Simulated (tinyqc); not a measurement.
Worked calculation (part 1 of 2): ROHF in the sto-3g basis, for CH2, spin multiplicity 3. Computed by tinyqc, a small Python program that keeps every step (integrals from PySCF). Settings: charge = 0, multiplicity = 3, basis = sto-3g, energy threshold = 1e-09, iteration cap = 66, orthogonalisation = canonical, start = core, DIIS depth = 4, method = ROHF. Command: `OMP_NUM_THREADS=1 python tinyqc.py 26310 26311 out.jsonl` (the two numbers bound the seeds that draw the settings). One thread of a shared host (Intel(R) Xeon(R) Processor @ 2.60GHz), about 0.06 s of CPU time with the checks. Later iterations appear only in the table of the cycle.

## One-electron integrals

Geometry (angstrom):

| atom | x | y | z |
|---|---|---|---|
| C | 0.000000 | 0.000000 | 0.000000 |
| H | 0.000000 | 0.839000 | 0.640000 |
| H | 0.000000 | -0.839000 | 0.640000 |

Basis sto-3g: exponents (1/bohr^2) and contraction coefficients of normalised primitives:

| element | l (shell) | exponent | coefficient |
|---|---|---|---|
| C | s (1) | 71.616837 | 0.154329 |
| C | s (1) | 13.045096 | 0.535328 |
| C | s (1) | 3.530512 | 0.444635 |
| C | s (2) | 2.941249 | -0.099967 |
| C | s (2) | 0.683483 | 0.399513 |
| C | s (2) | 0.222290 | 0.700115 |
| C | p (3) | 2.941249 | 0.155916 |
| C | p (3) | 0.683483 | 0.607684 |
| C | p (3) | 0.222290 | 0.391957 |
| H | s (1) | 3.425251 | 0.154329 |
| H | s (1) | 0.623914 | 0.535328 |
| H | s (1) | 0.168855 | 0.444635 |

Overlap, kinetic and nuclear-attraction integrals over the contracted functions; the nuclear repulsion is the sum of Za Zb / Rab.

nuclear repulsion = 6.33309845 hartree

overlap S:
```
           1C 1s     1C 2s    1C 2px     1C 2py    1C 2pz     2H 1s      3H 1s
1C 1s   1.000000  0.248362  0.000000   0.000000  0.000000  0.067541   0.067541
1C 2s   0.248362  1.000000  0.000000   0.000000  0.000000  0.510928   0.510928
1C 2px  0.000000  0.000000  1.000000   0.000000  0.000000  0.000000   0.000000
1C 2py  0.000000  0.000000  0.000000   1.000000  0.000000  0.380781  -0.380781
1C 2pz  0.000000  0.000000  0.000000   0.000000  1.000000  0.290465   0.290465
2H 1s   0.067541  0.510928  0.000000   0.380781  0.290465  1.000000   0.197745
3H 1s   0.067541  0.510928  0.000000  -0.380781  0.290465  0.197745   1.000000
```

kinetic energy T (hartree):
```
            1C 1s      1C 2s    1C 2px     1C 2py    1C 2pz      2H 1s      3H 1s
1C 1s   15.891122  -0.085890  0.000000   0.000000  0.000000  -0.009040  -0.009040
1C 2s   -0.085890   0.472250  0.000000   0.000000  0.000000   0.118572   0.118572
1C 2px   0.000000   0.000000  1.477728   0.000000  0.000000   0.000000   0.000000
1C 2py   0.000000   0.000000  0.000000   1.477728  0.000000   0.225000  -0.225000
1C 2pz   0.000000   0.000000  0.000000   0.000000  1.477728   0.171633   0.171633
2H 1s   -0.009040   0.118572  0.000000   0.225000  0.171633   0.760032  -0.001677
3H 1s   -0.009040   0.118572  0.000000  -0.225000  0.171633  -0.001677   0.760032
```

nuclear attraction V (hartree):
```
             1C 1s      1C 2s     1C 2px     1C 2py     1C 2pz      2H 1s      3H 1s
1C 1s   -34.655697  -4.441325   0.000000   0.000000  -0.021919  -1.234159  -1.234159
1C 2s    -4.441325  -6.159780   0.000000   0.000000  -0.219714  -2.737072  -2.737072
1C 2px    0.000000   0.000000  -6.028140   0.000000   0.000000   0.000000   0.000000
1C 2py    0.000000   0.000000   0.000000  -6.198955   0.000000  -1.887087   1.887087
1C 2pz   -0.021919  -0.219714   0.000000   0.000000  -6.127534  -1.503286  -1.503286
2H 1s    -1.234159  -2.737072   0.000000  -1.887087  -1.503286  -4.475852  -0.956961
3H 1s    -1.234159  -2.737072   0.000000   1.887087  -1.503286  -0.956961  -4.475852
```

core Hamiltonian H = T + V (hartree):
```
             1C 1s      1C 2s     1C 2px     1C 2py     1C 2pz      2H 1s      3H 1s
1C 1s   -18.764575  -4.527215   0.000000   0.000000  -0.021919  -1.243199  -1.243199
1C 2s    -4.527215  -5.687530   0.000000   0.000000  -0.219714  -2.618500  -2.618500
1C 2px    0.000000   0.000000  -4.550412   0.000000   0.000000   0.000000   0.000000
1C 2py    0.000000   0.000000   0.000000  -4.721227   0.000000  -1.662086   1.662086
1C 2pz   -0.021919  -0.219714   0.000000   0.000000  -4.649806  -1.331653  -1.331653
2H 1s    -1.243199  -2.618500   0.000000  -1.662086  -1.331653  -3.715820  -0.958637
3H 1s    -1.243199  -2.618500   0.000000   1.662086  -1.331653  -0.958637  -3.715820
```

## Two-electron integrals

Functions are numbered as in S; the eight-fold symmetry (ij|kl) = (ji|kl) = (kl|ij) leaves the list below.

Two-electron integrals (ij|kl) in chemists' order, unique and non-zero (hartree):
```
(11|11) 3.541948    (21|11) 0.576921    (21|21) 0.111888    (22|11) 0.854682
(22|21) 0.205284    (22|22) 0.624709    (31|31) 0.020296    (32|31) 0.030858
(32|32) 0.137996    (33|11) 0.852436    (33|21) 0.205335    (33|22) 0.624568
(33|33) 0.672833    (41|41) 0.020296    (42|41) 0.030858    (42|42) 0.137996
(43|43) 0.036269    (44|11) 0.852436    (44|21) 0.205335    (44|22) 0.624568
(44|33) 0.600295    (44|44) 0.672833    (51|51) 0.020296    (52|51) 0.030858
(52|52) 0.137996    (53|53) 0.036269    (54|54) 0.036269    (55|11) 0.852436
(55|21) 0.205335    (55|22) 0.624568    (55|33) 0.600295    (55|44) 0.600295
(55|55) 0.672833    (61|11) 0.158421    (61|21) 0.030508    (61|22) 0.055767
(61|33) 0.055576    (61|41) 0.001496    (61|42) 0.002761    (61|44) 0.055949
(61|51) 0.001141    (61|52) 0.002106    (61|54) 0.000284    (61|55) 0.055793
(61|61) 0.008509    (62|11) 0.350891    (62|21) 0.085263    (62|22) 0.282103
(62|33) 0.275631    (62|41) 0.006445    (62|42) 0.042855    (62|44) 0.287744
(62|51) 0.004916    (62|52) 0.032690    (62|54) 0.009240    (62|55) 0.282679
(62|61) 0.024195    (62|62) 0.161936    (63|31) 0.009026    (63|32) 0.046453
(63|43) 0.008577    (63|53) 0.006543    (63|63) 0.020886    (64|11) 0.228883
(64|21) 0.056375    (64|22) 0.197800    (64|33) 0.187767    (64|41) 0.012769
(64|42) 0.074571    (64|44) 0.212975    (64|51) 0.002855    (64|52) 0.021449
(64|54) 0.012687    (64|55) 0.192453    (64|61) 0.016816    (64|62) 0.135074
(64|64) 0.131532    (65|11) 0.174595    (65|21) 0.043003    (65|22) 0.150885
(65|33) 0.143231    (65|41) 0.002855    (65|42) 0.021449    (65|44) 0.149375
(65|51) 0.011204    (65|52) 0.062814    (65|54) 0.013264    (65|55) 0.159892
(65|61) 0.012827    (65|62) 0.103036    (65|64) 0.084402    (65|65) 0.085269
(66|11) 0.488209    (66|21) 0.120675    (66|22) 0.450937    (66|33) 0.426867
(66|41) 0.012132    (66|42) 0.105675    (66|44) 0.472208    (66|51) 0.009255
(66|52) 0.080610    (66|54) 0.034586    (66|55) 0.453250    (66|61) 0.034847
(66|62) 0.318215    (66|64) 0.294224    (66|65) 0.224438    (66|66) 0.774606
(71|11) 0.158421    (71|21) 0.030508    (71|22) 0.055767    (71|33) 0.055576
(71|41) -0.001496   (71|42) -0.002761   (71|44) 0.055949    (71|51) 0.001141
(71|52) 0.002106    (71|54) -0.000284   (71|55) 0.055793    (71|61) 0.008271
(71|62) 0.022895    (71|64) 0.014338    (71|65) 0.012145    (71|66) 0.032263
(71|71) 0.008509    (72|11) 0.350891    (72|21) 0.085263    (72|22) 0.282103
(72|33) 0.275631    (72|41) -0.006445   (72|42) -0.042855   (72|44) 0.287744
(72|51) 0.004916    (72|52) 0.032690    (72|54) -0.009240   (72|55) 0.282679
(72|61) 0.022895    (72|62) 0.123051    (72|64) 0.072369    (72|65) 0.076313
(72|66) 0.194905    (72|71) 0.024195    (72|72) 0.161936    (73|31) 0.009026
(73|32) 0.046453    (73|43) -0.008577   (73|53) 0.006543    (73|63) 0.015085
(73|73) 0.020886    (74|11) -0.228883   (74|21) -0.056375   (74|22) -0.197800
(74|33) -0.187767   (74|41) 0.012769    (74|42) 0.074571    (74|44) -0.212975
(74|51) -0.002855   (74|52) -0.021449   (74|54) 0.012687    (74|55) -0.192453
(74|61) -0.014338   (74|62) -0.072369   (74|64) -0.028477   (74|65) -0.043877
(74|66) -0.102789   (74|71) -0.016816   (74|72) -0.135074   (74|74) 0.131532
(75|11) 0.174595    (75|21) 0.043003    (75|22) 0.150885    (75|33) 0.143231
(75|41) -0.002855   (75|42) -0.021449   (75|44) 0.149375    (75|51) 0.011204
(75|52) 0.062814    (75|54) -0.013264   (75|55) 0.159892    (75|61) 0.012145
(75|62) 0.076313    (75|64) 0.043877    (75|65) 0.061436    (75|66) 0.129292
(75|71) 0.012827    (75|72) 0.103036    (75|74) -0.084402   (75|75) 0.085269
(76|11) 0.118513    (76|21) 0.028942    (76|22) 0.100090    (76|33) 0.097130
(76|44) 0.099721    (76|51) 0.002702    (76|52) 0.019452    (76|55) 0.103323
(76|61) 0.008067    (76|62) 0.053591    (76|64) 0.038391    (76|65) 0.037419
(76|66) 0.100898    (76|71) 0.008067    (76|72) 0.053591    (76|74) -0.038391
(76|75) 0.037419    (76|76) 0.021375    (77|11) 0.488209    (77|21) 0.120675
(77|22) 0.450937    (77|33) 0.426867    (77|41) -0.012132   (77|42) -0.105675
(77|44) 0.472208    (77|51) 0.009255    (77|52) 0.080610    (77|54) -0.034586
(77|55) 0.453250    (77|61) 0.032263    (77|62) 0.194905    (77|64) 0.102789
(77|65) 0.129292    (77|66) 0.311966    (77|71) 0.034847    (77|72) 0.318215
(77|74) -0.294224   (77|75) 0.224438    (77|76) 0.100898    (77|77) 0.774606
```

## Orthogonalisation

S = U s U^T; canonical form X = U s^(-1/2), so that X^T S X = 1. Each column of U has its largest component positive (the first on a tie).

eigenvalues of S: 0.248211  0.353620  0.863002  1.000000  1.102723  1.448635  1.983809

X:
```
                1          2          3         4          5          6         7
1C 1s   -0.276499   0.000000   0.787300  0.000000  -0.601330   0.000000  0.154504
1C 2s    1.334341   0.000000  -0.356175  0.000000  -0.311189   0.000000  0.415085
1C 2px   0.000000   0.000000   0.000000  1.000000   0.000000   0.000000  0.000000
1C 2py   0.000000   1.076387   0.000000  0.000000   0.000000   0.638343  0.000000
1C 2pz   0.706649   0.000000   0.608934  0.000000   0.649629   0.000000  0.213804
2H 1s   -0.914484  -0.913588  -0.143602  0.000000   0.114871   0.376047  0.362078
3H 1s   -0.914484   0.913588  -0.143602  0.000000   0.114871  -0.376047  0.362078
```

## Starting guess

The start is the orbitals of the core Hamiltonian; D(s) = C_occ C_occ^T for each spin.

D(alpha) at the start:
```
            1C 1s      1C 2s    1C 2px     1C 2py     1C 2pz      2H 1s      3H 1s
1C 1s    1.075454  -0.329234  0.000000   0.000000  -0.039314   0.048945   0.048945
1C 2s   -0.329234   1.424828  0.000000   0.000000   0.238599  -0.206298  -0.206298
1C 2px   0.000000   0.000000  1.000000   0.000000   0.000000   0.000000   0.000000
1C 2py   0.000000   0.000000  0.000000   1.226824   0.000000  -0.175310   0.175310
1C 2pz  -0.039314   0.238599  0.000000   0.000000   1.151774  -0.159539  -0.159539
2H 1s    0.048945  -0.206298  0.000000  -0.175310  -0.159539   0.068982   0.018879
3H 1s    0.048945  -0.206298  0.000000   0.175310  -0.159539   0.018879   0.068982
```

D(beta) at the start:
```
            1C 1s      1C 2s    1C 2px     1C 2py     1C 2pz      2H 1s      3H 1s
1C 1s    1.059726  -0.265009  0.000000   0.000000  -0.148001   0.053077   0.053077
1C 2s   -0.265009   1.162553  0.000000   0.000000   0.682442  -0.223169  -0.223169
1C 2px   0.000000   0.000000  0.000000   0.000000   0.000000   0.000000   0.000000
1C 2py   0.000000   0.000000  0.000000   1.226824   0.000000  -0.175310   0.175310
1C 2pz  -0.148001   0.682442  0.000000   0.000000   0.400665  -0.130988  -0.130988
2H 1s    0.053077  -0.223169  0.000000  -0.175310  -0.130988   0.067897   0.017794
3H 1s    0.053077  -0.223169  0.000000   0.175310  -0.130988   0.017794   0.067897
```

## Iteration 1: building the Fock matrix

J_ij = sum D_kl (ij|kl) with D = D(alpha) + D(beta), K_ij = sum D_kl (ik|jl) for each spin; F = H + J - K(s); E = tr D H + tr D J / 2 - 0.5 sum_s tr D(s) K(s) + E_nn.

Coulomb J (hartree):
```
            1C 1s     1C 2s    1C 2px     1C 2py    1C 2pz     2H 1s      3H 1s
1C 1s   12.436095  2.430026  0.000000   0.000000  0.026966  0.665606   0.665606
1C 2s    2.430026  5.540101  0.000000   0.000000  0.107759  2.445973   2.445973
1C 2px   0.000000  0.000000  5.513106   0.000000  0.000000  0.000000   0.000000
1C 2py   0.000000  0.000000  0.000000   5.568002  0.000000  1.679631  -1.679631
1C 2pz   0.026966  0.107759  0.000000   0.000000  5.522902  1.308567   1.308567
2H 1s    0.665606  2.445973  0.000000   1.679631  1.308567  3.745053   0.857745
3H 1s    0.665606  2.445973  0.000000  -1.679631  1.308567  0.857745   3.745053
```

exchange K(alpha) (hartree):
```
           1C 1s      1C 2s    1C 2px     1C 2py     1C 2pz     2H 1s      3H 1s
1C 1s   3.662860   0.676855  0.000000   0.000000   0.000386  0.193615   0.193615
1C 2s   0.676855   1.101473  0.000000   0.000000  -0.002292  0.434043   0.434043
1C 2px  0.000000   0.000000  0.913927   0.000000   0.000000  0.000000   0.000000
1C 2py  0.000000   0.000000  0.000000   0.902213   0.000000  0.229051  -0.229051
1C 2pz  0.000386  -0.002292  0.000000   0.000000   0.906952  0.171568   0.171568
2H 1s   0.193615   0.434043  0.000000   0.229051   0.171568  0.288834   0.146535
3H 1s   0.193615   0.434043  0.000000  -0.229051   0.171568  0.146535   0.288834
```

exchange K(beta) (hartree):
```
           1C 1s     1C 2s    1C 2px     1C 2py    1C 2pz     2H 1s      3H 1s
1C 1s   3.617027  0.620676  0.000000   0.000000  0.014065  0.178205   0.178205
1C 2s   0.620676  0.706076  0.000000   0.000000  0.324036  0.345587   0.345587
1C 2px  0.000000  0.000000  0.178987   0.000000  0.000000  0.000000   0.000000
1C 2py  0.000000  0.000000  0.000000   0.802558  0.000000  0.212275  -0.212275
1C 2pz  0.014065  0.324036  0.000000   0.000000  0.346652  0.197904   0.197904
2H 1s   0.178205  0.345587  0.000000   0.212275  0.197904  0.254758   0.121831
3H 1s   0.178205  0.345587  0.000000  -0.212275  0.197904  0.121831   0.254758
```

F(alpha) (hartree):
```
            1C 1s      1C 2s    1C 2px     1C 2py     1C 2pz      2H 1s      3H 1s
1C 1s   -9.991341  -2.774045  0.000000   0.000000   0.004661  -0.771207  -0.771207
1C 2s   -2.774045  -1.248902  0.000000   0.000000  -0.109663  -0.606570  -0.606570
1C 2px   0.000000   0.000000  0.048767   0.000000   0.000000   0.000000   0.000000
1C 2py   0.000000   0.000000  0.000000  -0.055438   0.000000  -0.211506   0.211506
1C 2pz   0.004661  -0.109663  0.000000   0.000000  -0.033856  -0.194653  -0.194653
2H 1s   -0.771207  -0.606570  0.000000  -0.211506  -0.194653  -0.259601  -0.247427
3H 1s   -0.771207  -0.606570  0.000000   0.211506  -0.194653  -0.247427  -0.259601
```

F(beta) (hartree):
```
            1C 1s      1C 2s    1C 2px     1C 2py     1C 2pz      2H 1s      3H 1s
1C 1s   -9.945508  -2.717865  0.000000   0.000000  -0.009018  -0.755797  -0.755797
1C 2s   -2.717865  -0.853505  0.000000   0.000000  -0.435992  -0.518114  -0.518114
1C 2px   0.000000   0.000000  0.783707   0.000000   0.000000   0.000000   0.000000
1C 2py   0.000000   0.000000  0.000000   0.044217   0.000000  -0.194730   0.194730
1C 2pz  -0.009018  -0.435992  0.000000   0.000000   0.526443  -0.220990  -0.220990
2H 1s   -0.755797  -0.518114  0.000000  -0.194730  -0.220990  -0.225525  -0.222724
3H 1s   -0.755797  -0.518114  0.000000   0.194730  -0.220990  -0.222724  -0.225525
```

total energy of this density = -36.91865807 hartree

## Iteration 1: Roothaan effective Fock matrix

With projectors Pc = D(beta) S, Po = (D(alpha) - D(beta)) S, Pv = 1 - D(alpha) S, the block xy is Px^T F Py; with Fc = (F(alpha) + F(beta))/2, the blocks are Fc for cc, oo, vv and cv, F(beta) for co and F(alpha) for ov.

effective F (hartree):
```
            1C 1s      1C 2s    1C 2px     1C 2py     1C 2pz      2H 1s      3H 1s
1C 1s   -9.968232  -2.737822  0.000000   0.000000  -0.015117  -0.762756  -0.762756
1C 2s   -2.737822  -1.017255  0.000000   0.000000  -0.291170  -0.551421  -0.551421
1C 2px   0.000000   0.000000  0.416237   0.000000   0.000000   0.000000   0.000000
1C 2py   0.000000   0.000000  0.000000  -0.005610   0.000000  -0.203118   0.203118
1C 2pz  -0.015117  -0.291170  0.000000   0.000000   0.214638  -0.222821  -0.222821
2H 1s   -0.762756  -0.551421  0.000000  -0.203118  -0.222821  -0.241041  -0.233553
3H 1s   -0.762756  -0.551421  0.000000   0.203118  -0.222821  -0.233553  -0.241041
```

## Iteration 1: diagonalisation and new density

Diagonalise F' = X^T F X, C = X C', fill 5 alpha and 3 beta electrons from the bottom; D(s) = C_occ C_occ^T. Each column has its largest component positive (the first on a tie).

F' = X^T F X (hartree):
```
           1         2          3         4          5          6          7
1   0.713082  0.000000   0.489433  0.000000  -0.299528   0.000000   0.016882
2   0.000000  0.779965   0.000000  0.000000   0.000000   0.073767   0.000000
3   0.489433  0.000000  -4.290429  0.000000   4.648326   0.000000  -2.061925
4   0.000000  0.000000   0.000000  0.416237   0.000000   0.000000   0.000000
5  -0.299528  0.000000   4.648326  0.000000  -4.296971   0.000000   2.065130
6   0.000000  0.073767   0.000000  0.000000   0.000000  -0.199435   0.000000
7   0.016882  0.000000  -2.061925  0.000000   2.065130   0.000000  -1.502877
```

orbital energies (hartree): MO1 -9.976756, MO2 -0.517045, MO3 -0.204960, MO4 0.315394, MO5 0.416237, MO6 0.785490, MO7 0.801212

coefficients C:
```
              MO1        MO2        MO3        MO4       MO5        MO6        MO7
1C 1s    0.991282  -0.205283   0.000000  -0.179285  0.000000   0.000000  -0.157603
1C 2s    0.038411   0.587556   0.000000   0.803568  0.000000   0.000000   1.088136
1C 2px   0.000000   0.000000   0.000000   0.000000  1.000000   0.000000   0.000000
1C 2py   0.000000   0.000000   0.556168   0.000000  0.000000   1.121056   0.000000
1C 2pz   0.007434   0.284500   0.000000  -0.666616  0.000000   0.000000   0.901394
2H 1s   -0.009269   0.276638   0.443230  -0.260946  0.000000  -0.882951  -0.925468
3H 1s   -0.009269   0.276638  -0.443230  -0.260946  0.000000   0.882951  -0.925468
```

D(alpha) after iteration 1:
```
            1C 1s      1C 2s    1C 2px     1C 2py     1C 2pz      2H 1s      3H 1s
1C 1s    1.056924  -0.226607  0.000000   0.000000   0.068480  -0.019194  -0.019194
1C 2s   -0.226607   0.992419  0.000000   0.000000  -0.368226  -0.047503  -0.047503
1C 2px   0.000000   0.000000  1.000000   0.000000   0.000000   0.000000   0.000000
1C 2py   0.000000   0.000000  0.000000   0.309323   0.000000   0.246510  -0.246510
1C 2pz   0.068480  -0.368226  0.000000   0.000000   0.525373   0.252585   0.252585
2H 1s   -0.019194  -0.047503  0.000000   0.246510   0.252585   0.341160  -0.051746
3H 1s   -0.019194  -0.047503  0.000000  -0.246510   0.252585  -0.051746   0.341160
```

D(beta) after iteration 1:
```
            1C 1s      1C 2s    1C 2px     1C 2py     1C 2pz      2H 1s      3H 1s
1C 1s    1.024781  -0.082539  0.000000   0.000000  -0.051034  -0.065978  -0.065978
1C 2s   -0.082539   0.346698  0.000000   0.000000   0.167445   0.162184   0.162184
1C 2px   0.000000   0.000000  0.000000   0.000000   0.000000   0.000000   0.000000
1C 2py   0.000000   0.000000  0.000000   0.309323   0.000000   0.246510  -0.246510
1C 2pz  -0.051034   0.167445  0.000000   0.000000   0.080996   0.078635   0.078635
2H 1s   -0.065978   0.162184  0.000000   0.246510   0.078635   0.273067  -0.119838
3H 1s   -0.065978   0.162184  0.000000  -0.246510   0.078635  -0.119838   0.273067
```
